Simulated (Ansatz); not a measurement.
**BH₃SSi: vertical ionisation energy**

Aim: the vertical ionisation energy of BH₃SSi, as cation minus neutral at the neutral's geometry, on several levels, and how well −ε(HOMO) stands in for it.

Computed with Ansatz 0.2.0, Gaussian basis. Level: unrestricted cation, the program's frozen cores in correlated methods.

Plan: UKS PBE-D4/def2-TZVPP; UKS r2SCAN-D4/def2-TZVPP; UKS PBE0-D4/def2-TZVPP; UKS B3LYP-D4/def2-TZVPP; UKS wB97X-V/def2-TZVPP; UKS wB97M-V/def2-TZVPP; UKS B2PLYP/def2-TZVPP; UHF-CCSD(T)/def2-TZVPP; UHF-MP2/def2-QZVPP; extrapolation to the limit; then −ε(HOMO) from the neutral's earlier runs with LDA (SPW92), PBE-D4, revPBE-D4, BLYP-D4, r2SCAN-D4, B97M-V, PBE0-D4, B3LYP-D4, r2SCANh-D4, r2SCAN0-D4, HSE06-D4, BHLYP-D4, CAM-B3LYP-D4, LC-ωPBE, ωB97X-V, ωB97M-V.

1 further run of the same task is left out (it didn't finish).

### Step 1. Structure used throughout

The geometry comes from an earlier relaxation with PBE0-D4 in a triple-zeta def2 set; it is a stationary point.

SMILES `B1[SiH2]S1`, 6 atoms, charge 0, spin multiplicity 1.

Atoms are counted from 1 here; the program's logs count them from 0.

Bond lengths: B1–Si2 1.933 Å, B1–S3 1.764 Å, B1–H4 1.184 Å, Si2–S3 2.169 Å, Si2–H5 1.481 Å, Si2–H6 1.481 Å. Angles: Si2–B1–S3 71.7°, Si2–B1–H4 155.2°, S3–B1–H4 133.2°, B1–Si2–S3 50.6°, B1–Si2–H5 123.9°, B1–Si2–H6 123.9°, S3–Si2–H5 114.0°, S3–Si2–H6 114.0°, H5–Si2–H6 111.7°, B1–S3–Si2 57.8°.

### Step 2. Cation, UKS PBE-D4/def2-TZVPP

in.yaml reads:

```yaml
crystal:
  periodic: [false, false, false]
  atoms:
    - {symbol: B, position_ang: [-0.761218, -0.831486, -0.318604]}
    - {symbol: Si, position_ang: [0.320371, 0.707009, 0.126624]}
    - {symbol: S, position_ang: [0.800993, -1.403028, 0.269460]}
    - {symbol: H, position_ang: [-1.734393, -1.385934, -0.702873]}
    - {symbol: H, position_ang: [1.147189, 1.447200, -0.854684]}
    - {symbol: H, position_ang: [0.269157, 1.402138, 1.433776]}
basis:
  gaussian: {orbitals: def2-TZVPP}
total_charge: 1
magnetization: {spin_polarized: true, initial_magnetization: 1}
hamiltonian: {xc: pbe, dispersion: d4}
```

Started as:

```
> ansatz run in.yaml --threads 2 --pin off --events-out ev --progress --plain --max-ram 4352MiB
```

Output:

```text
Functional definition: PBE
  name "PBE"
  cite "Perdew, Burke & Ernzerhof, Phys. Rev. Lett. 77, 3865 (1996) doi:10.1103/PhysRevLett.77.3865"
  parent pbe
  parameter kappa = 0.804
  parameter beta = 0.06672455060314922
  exchange = pbe_x(kappa = kappa, mu = beta*pi^2/3)
  correlation = pbe_c(beta = beta)
918 factors; their error is unknown
mean field evaluation 1: about -19413.7812 eV, gradient 3.2e1 eV
mean field evaluation 2: about -19402.5962 eV, gradient 5.2e1 eV
mean field evaluation 4: about -19419.4567 eV, gradient 6.5e0 eV
mean field evaluation 8: about -19419.7151 eV, gradient 1.4e-1 eV
mean field evaluation 16: about -19419.6924 eV, gradient 4.3e-4 eV
mean field -19419.69243696 eV, -713.6605339178 hartree, gradient 7.2e-5 eV, S^2 0.753117; 2 other end points of the search recorded, 0 dependent functions left out
reference -19419.69247817 eV, -713.6605354326 hartree; 19, 18 occupied and 138, 139 virtual orbitals, 918 factors
Total energy: -19419.79942722 eV, -713.6644657377 hartree
```

It took 3.8 s on 2 threads of Arm Neoverse V1, shared host.

The neutral molecule at this level: -19429.1942 eV. Difference: 9.395 eV. ⟨S²⟩ = 0.753.

### Step 3. Cation, UKS r2SCAN-D4/def2-TZVPP

in.yaml, as its differences from that of step 2:

```diff
@@ -13,2 +13,2 @@
 magnetization: {spin_polarized: true, initial_magnetization: 1}
-hamiltonian: {xc: pbe, dispersion: d4}
+hamiltonian: {xc: r2scan, dispersion: d4}
```

Launched as before.

Output:

```text
Functional definition: r2SCAN
  name "r2SCAN"
  cite "Furness, Kaplan, Ning, Perdew & Sun, J. Phys. Chem. Lett. 11, 8208 (2020) doi:10.1021/acs.jpclett.0c02405"
  cite "Furness, Kaplan, Ning, Perdew & Sun, J. Phys. Chem. Lett. 11, 9248 (2020) doi:10.1021/acs.jpclett.0c03077"
  parent r2scan
  parameter k0 = 0.174
  parameter k1 = 0.065
  parameter a1 = 4.9479
  exchange = r2scan_x(k0 = k0, k1 = k1, a1 = a1)
  correlation = r2scan_c
918 factors; their error is unknown
mean field evaluation 1: about -19423.2375 eV, gradient 2.8e1 eV
mean field evaluation 2: about -19417.1701 eV, gradient 4.2e1 eV
mean field evaluation 4: about -19427.5818 eV, gradient 4.3e0 eV
mean field evaluation 8: about -19427.6962 eV, gradient 1.4e-1 eV
mean field evaluation 16: about -19427.6728 eV, gradient 3.9e-4 eV
mean field -19427.67281195 eV, -713.9538072895 hartree, gradient 4.4e-5 eV, S^2 0.756777; 1 other end points of the search recorded, 0 dependent functions left out
reference -19427.67282634 eV, -713.9538078186 hartree; 19, 18 occupied and 138, 139 virtual orbitals, 918 factors
Total energy: -19427.69518758 eV, -713.9546295789 hartree
```

Run time: 9 s. Hardware: 2 threads of Arm Neoverse V1, shared host.

Less the neutral's -19437.1021 eV (earlier run), this gives 9.407 eV. ⟨S²⟩ = 0.757.

### Step 4. Cation, UKS PBE0-D4/def2-TZVPP

in.yaml, as its differences from that of step 3:

```diff
@@ -13,2 +13,2 @@
 magnetization: {spin_polarized: true, initial_magnetization: 1}
-hamiltonian: {xc: r2scan, dispersion: d4}
+hamiltonian: {xc: pbe0, dispersion: d4}
```

Launched as before.

Output:

```text
Functional definition: PBE0
  name "PBE0"
  cite "Adamo & Barone, J. Chem. Phys. 110, 6158 (1999) doi:10.1063/1.478522"
  cite "Perdew, Burke & Ernzerhof, Phys. Rev. Lett. 77, 3865 (1996) doi:10.1103/PhysRevLett.77.3865"
  parent pbe
  parameter a = 0.25
  parameter kappa = 0.804
  parameter beta = 0.06672455060314922
  exchange = (1 - a)*pbe_x(kappa = kappa, mu = beta*pi^2/3) + a*exact_x
  correlation = pbe_c(beta = beta)
952 factors; their error is unknown
mean field evaluation 1: about -19418.5153 eV, gradient 2.3e1 eV
mean field evaluation 2: about -19417.8523 eV, gradient 2.6e1 eV
mean field evaluation 4: about -19421.3991 eV, gradient 2.1e0 eV
mean field evaluation 8: about -19421.4237 eV, gradient 6.2e-2 eV
mean field evaluation 16: about -19421.4467 eV, gradient 3.5e-4 eV
mean field -19421.44671941 eV, -713.7250026090 hartree, gradient 5.0e-5 eV, S^2 0.755431; 2 other end points of the search recorded, 0 dependent functions left out
reference -19421.44675013 eV, -713.7250037379 hartree; 19, 18 occupied and 138, 139 virtual orbitals, 952 factors
Total energy: -19421.53604465 eV, -713.7282852511 hartree
```

It took 4.9 s on 2 threads of Arm Neoverse V1, shared host.

The neutral molecule at this level: -19431.0023 eV. Difference: 9.466 eV. ⟨S²⟩ = 0.755.

### Step 5. Cation, UKS B3LYP-D4/def2-TZVPP

in.yaml, as its differences from that of step 4:

```diff
@@ -13,2 +13,2 @@
 magnetization: {spin_polarized: true, initial_magnetization: 1}
-hamiltonian: {xc: pbe0, dispersion: d4}
+hamiltonian: {xc: {name: B3LYP}, dispersion: d4}
```

Same command.

Output, shortened:

```text
Functional definition: B3LYP
  name "B3LYP"
  cite "Stephens, Devlin, Chabalowski & Frisch, J. Phys. Chem. 98, 11623 (1994) doi:10.1021/j100096a001"
  cite "Becke, Phys. Rev. A 38, 3098 (1988) doi:10.1103/PhysRevA.38.3098"
  cite "Lee, Yang & Parr, Phys. Rev. B 37, 785 (1988) doi:10.1103/PhysRevB.37.785"
  cite "Vosko, Wilk & Nusair, Can. J. Phys. 58, 1200 (1980) doi:10.1139/p80-159"
[...]
933 factors; their error is unknown
[...]
mean field -19430.69097120 eV, -714.0647225961 hartree, gradient 4.1e-5 eV, S^2 0.753979; 2 other end points of the search recorded, 0 dependent functions left out
reference -19430.69121869 eV, -714.0647316912 hartree; 19, 18 occupied and 138, 139 virtual orbitals, 933 factors
Total energy: -19430.86827879 eV, -714.0712385298 hartree
```

Run time: 5.5 s. Hardware: 2 threads of Arm Neoverse V1, shared host.

Less the neutral's -19440.3682 eV (earlier run), this gives 9.500 eV. ⟨S²⟩ = 0.754.

### Step 6. Cation, UKS wB97X-V/def2-TZVPP

in.yaml, as its differences from that of step 5:

```diff
@@ -13,2 +13,2 @@
 magnetization: {spin_polarized: true, initial_magnetization: 1}
-hamiltonian: {xc: {name: B3LYP}, dispersion: d4}
+hamiltonian: {xc: {name: wB97X-V}}
```

Launched as before.

Output, shortened:

```text
Functional definition: wB97X-V
  name "wB97X-V"
  cite "Mardirossian & Head-Gordon, Phys. Chem. Chem. Phys. 16, 9904 (2014) doi:10.1039/C3CP54374A"
  cite "Becke, J. Chem. Phys. 107, 8554 (1997) doi:10.1063/1.475007"
  cite "Vydrov & Van Voorhis, J. Chem. Phys. 133, 244103 (2010) doi:10.1063/1.3521275"
[...]
      + integral(e_c_pw_opposite_spin*poly(b97_u_opposite, cos0, cos1)) + vv10(b, c)
928 factors; their error is unknown
205 factors; integrals over basis functions are off by at most 1.2e-5 eV
[...]
mean field -19426.37781762 eV, -713.9062171259 hartree, gradient 4.7e-5 eV, S^2 0.755487; 2 other end points of the search recorded, 0 dependent functions left out
reference -19426.37781587 eV, -713.9062170613 hartree; 19, 18 occupied and 138, 139 virtual orbitals, 928 factors
Total energy: -19426.37781587 eV, -713.9062170613 hartree
```

Wall time 18 s (2 threads of Arm Neoverse V1, shared host); peak memory 0.51 GiB.

The neutral molecule at this level: -19435.8963 eV. Difference: 9.519 eV. ⟨S²⟩ = 0.755.

### Step 7. Cation, UKS wB97M-V/def2-TZVPP

in.yaml, as its differences from that of step 6:

```diff
@@ -13,2 +13,2 @@
 magnetization: {spin_polarized: true, initial_magnetization: 1}
-hamiltonian: {xc: {name: wB97X-V}}
+hamiltonian: {xc: {name: wB97M-V}}
```

Same command.

Output, shortened:

```text
Functional definition: wB97M-V
  name "wB97M-V"
  cite "Mardirossian & Head-Gordon, J. Chem. Phys. 144, 214110 (2016) doi:10.1063/1.4952647"
  cite "Becke, J. Chem. Phys. 107, 8554 (1997) doi:10.1063/1.475007"
  cite "Vydrov & Van Voorhis, J. Chem. Phys. 133, 244103 (2010) doi:10.1063/1.3521275"
  # Of w^i u^j: cxij and so on, Table III.
[...]
  gx(w, u) = 1 - cx + cx01*u + cx10*w
  gss(w, u) = css00 + css04*u^4 + css10*w + css20*w^2 + css43*w^4*u^3
  gos(w, u) = cos00 + cos10*w + (cos20 + cos21*u)*w^2 + (cos60 + cos61*u)*w^6
[...]
      + integral(e_c_pw_mod_opposite_spin*gos(b97_w_opposite, b97_u_opposite)) + vv10(b, c)
928 factors; their error is unknown
205 factors; integrals over basis functions are off by at most 1.2e-5 eV
[...]
mean field -19427.80940982 eV, -713.9588271685 hartree, gradient 4.1e-5 eV, S^2 0.752846; 2 other end points of the search recorded, 0 dependent functions left out
reference -19427.80945718 eV, -713.9588289092 hartree; 19, 18 occupied and 138, 139 virtual orbitals, 928 factors
Total energy: -19427.80945718 eV, -713.9588289092 hartree
```

It took 19 s on 2 threads of Arm Neoverse V1, shared host; peak memory 0.54 GiB.

The neutral molecule at this level: -19437.3271 eV. Difference: 9.518 eV. ⟨S²⟩ = 0.753.

### Step 8. Cation, UKS B2PLYP (frozen core)/def2-TZVPP

in.yaml, as its differences from that of step 7:

```diff
@@ -13,2 +13,2 @@
 magnetization: {spin_polarized: true, initial_magnetization: 1}
-hamiltonian: {xc: {name: wB97M-V}}
+hamiltonian: {xc: {name: B2PLYP}}
```

The command is unchanged.

Output, shortened:

```text
Functional definition: B2PLYP
  name "B2PLYP"
  cite "Grimme, J. Chem. Phys. 124, 034108 (2006) doi:10.1063/1.2148954"
  cite "Becke, Phys. Rev. A 38, 3098 (1988) doi:10.1103/PhysRevA.38.3098"
  cite "Lee, Yang & Parr, Phys. Rev. B 37, 785 (1988) doi:10.1103/PhysRevB.37.785"
[...]
903 factors; integrals over basis functions are off by at most 8.2e-4 eV
[...]
mean field -19418.71306642 eV, -713.6245427143 hartree, gradient 4.3e-6 eV, S^2 0.759308; 2 other end points of the search recorded, 0 dependent functions left out
11 core orbitals not correlated: weight in the atoms' cores, before any rotation towards them, 1.000 or more for the frozen orbitals, at most 0.000 for the correlated occupied ones
reference -19418.71322268 eV, -713.6245484570 hartree; 8, 7 occupied and 138, 139 virtual orbitals, 903 factors
second order -12.36925476 eV of doubles, -0.00000000 eV of singles
Total energy: -19422.05292147 eV, -713.7472801237 hartree
```

Wall time 7 s (2 threads of Arm Neoverse V1, shared host).

Less the neutral's -19431.4576 eV (earlier run), this gives 9.405 eV. ⟨S²⟩ = 0.759.

### Step 9. Cation, UHF-CCSD(T)/def2-TZVPP

in.yaml, as its differences from that of step 8:

```diff
@@ -13,2 +13,3 @@
 magnetization: {spin_polarized: true, initial_magnetization: 1}
-hamiltonian: {xc: {name: B2PLYP}}
+correlation: {method: ccsd_t}
+scf: {omitted_lower_state_checks: [cluster_reference]}
```

Same command.

Output, shortened:

```text
Functional definition: HF
  name "HF"
  cite "Fock, Z. Phys. 61, 126 (1930) doi:10.1007/BF01340294"
  parent pbe
[...]
903 factors; integrals over basis functions are off by at most 8.2e-4 eV
[...]
mean field -19391.07341845 eV, -712.6088043863 hartree, gradient 2.7e-6 eV, S^2 0.772460; 5 other end points of the search recorded, 0 dependent functions left out
11 core orbitals not correlated: weight in the atoms' cores, before any rotation towards them, 1.000 or more for the frozen orbitals, at most 0.000 for the correlated occupied ones
reference -19391.07341845 eV, -712.6088043863 hartree; 8, 7 occupied and 138, 139 virtual orbitals, 903 factors
second order -9.78984653 eV of doubles, -0.00000000 eV of singles
cycle   1  -10.42280681 eV  change   -6.3e-1 eV  update   9.5e-2
[...]
cycle  13  -10.87664755 eV  change   -2.9e-6 eV  update   1.6e-5
perturbative correction -0.56186986 eV, -0.0206483363 hartree
Total energy: -19402.51193585 eV, -713.0291621475 hartree
Checks for a lower state left out: cluster_reference
```

It took 54 s on 2 threads of Arm Neoverse V1, shared host; peak memory 2.3 GiB.

Less the neutral's -19411.9638 eV (earlier run), this gives 9.452 eV. ⟨S²⟩ = 0.772. T1 = 0.021 (report).

### Step 10. Cation, UHF-MP2/def2-QZVPP

in.yaml, as its differences from that of step 9:

```diff
@@ -10,6 +10,6 @@
 basis:
-  gaussian: {orbitals: def2-TZVPP}
+  gaussian: {orbitals: "def2-QZVPP.json"}
 total_charge: 1
 magnetization: {spin_polarized: true, initial_magnetization: 1}
-correlation: {method: ccsd_t}
+correlation: {method: mp2}
 scf: {omitted_lower_state_checks: [cluster_reference]}
```

Same command.

Output, shortened:

```text
Functional definition: HF
  name "HF"
  cite "Fock, Z. Phys. 61, 126 (1930) doi:10.1007/BF01340294"
  parent pbe
[...]
1690 factors; integrals over basis functions are off by at most 6.1e-4 eV
[...]
mean field -19391.64662748 eV, -712.6298694297 hartree, gradient 2.5e-6 eV, S^2 0.772977; 5 other end points of the search recorded, 0 dependent functions left out
11 core orbitals not correlated: weight in the atoms' cores, before any rotation towards them, 1.000 or more for the frozen orbitals, at most 0.000 for the correlated occupied ones
reference -19391.64662748 eV, -712.6298694297 hartree; 8, 7 occupied and 268, 269 virtual orbitals, 1690 factors
second order -10.54338917 eV of doubles, -0.00000000 eV of singles
Total energy: -19402.19001665 eV, -713.0173318351 hartree
Checks for a lower state left out: cluster_reference
```

It took 39 s on 2 threads of Arm Neoverse V1, shared host; peak memory 0.95 GiB.

Less the neutral's -19411.7276 eV (earlier run), this gives 9.538 eV. ⟨S²⟩ = 0.773.

### Step 11. Extrapolating to the complete basis

This step is arithmetic on the last runs, with X = 3 and 4: exp(−7.88√X) for Hartree-Fock, X^−2.97 for correlation; only MP2 was run in the larger set, so CCSD(T) minus MP2 is added from the smaller one.

| level | energy at the limit (eV) |
| --- | --- |
| HF | -19391.7256 |
| MP2 | -19402.8271 |
| CCSD | -19403.9140 |
| CCSD(T) | -19404.4758 |

The neutral's limit, from its own earlier runs, is -19414.0612 eV in the additive form (MP2 limit plus CCSD(T) minus MP2 in triple zeta), in which the cation has -19404.4758 eV.

### Step 12. The ladder

Differences are taken before rounding.

| method | ionisation energy (eV) | from CCSD(T)/CBS (eV) | time |
| --- | --- | --- | --- |
| PBE-D4 | 9.39 | -0.19 | 5.7 s |
| r2SCAN-D4 | 9.41 | -0.18 | 13 s |
| PBE0-D4 | 9.47 | -0.12 | 6.9 s |
| B3LYP-D4 | 9.50 | -0.09 | 8.3 s |
| ωB97X-V | 9.52 | -0.07 | 24 s |
| ωB97M-V | 9.52 | -0.07 | 27 s |
| B2PLYP | 9.40 | -0.18 | 10 s |
| HF/def2-TZVPP | 8.60 | -0.99 |  |
| MP2/def2-TZVPP | 9.46 | -0.12 |  |
| CCSD/def2-TZVPP | 9.42 | -0.17 |  |
| CCSD(T)/def2-TZVPP | 9.45 | -0.13 | 68 s |
| CCSD(T)/CBS | 9.59 | 0 | 1.9 min |

Among the levels timed on like hardware and quicker than the yardstick, those that no quicker one beats, quickest first: PBE-D4 (5.7 s, -0.19 eV); PBE0-D4 (6.9 s, -0.12 eV); B3LYP-D4 (8.3 s, -0.09 eV); ωB97X-V (24 s, -0.07 eV).

Times add the cation's run and the neutral's; HF, MP2 and CCSD come out of the CCSD(T) runs.

Orbital estimates, from the neutral's runs:

| functional | −ε(HOMO) (eV) | by energy difference (eV) |
| --- | --- | --- |
| LDA (SPW92) | 6.36 |  |
| PBE-D4 | 6.25 | 9.39 |
| revPBE-D4 | 6.20 |  |
| BLYP-D4 | 6.08 |  |
| r2SCAN-D4 | 6.46 | 9.41 |
| B97M-V | 6.51 |  |
| PBE0-D4 | 7.31 | 9.47 |
| B3LYP-D4 | 7.09 | 9.50 |
| r2SCANh-D4 | 6.85 |  |
| r2SCAN0-D4 | 7.44 |  |
| HSE06-D4 | 6.91 |  |
| BHLYP-D4 | 8.23 |  |
| CAM-B3LYP-D4 | 8.55 |  |
| LC-ωPBE | 9.86 |  |
| ωB97X-V | 9.52 | 9.52 |
| ωB97M-V | 9.34 | 9.52 |

### Step 13. What came out

```
                        quantity               value
  ionisation energy, CCSD(T)/CBS             9.59 eV
nearest functional by difference  ωB97X-V (-0.07 eV)
                nearest −ε(HOMO)  ωB97X-V (-0.07 eV)
                 −ε(HOMO) of PBE             6.25 eV
                T1 of the cation               0.021
```

**Reading.** By cation minus neutral, the functionals miss by 0.19 eV at most. −ε(HOMO) of PBE misses by 3.3 eV, since self-interaction lifts the level. Among orbital estimates ωB97X-V comes nearest. Hartree-Fock falls 0.99 eV short, as the neutral has more correlation energy than the cation. The cation may have settled in a state other than its lowest; no search over hole states beyond the program's own was made.

For cost: ωB97X-V gets within 0.07 eV in 24 s, where CCSD(T)/CBS took 1.9 min; the quickest level in the cost chart, PBE-D4, takes 5.7 s and misses by 0.19 eV.
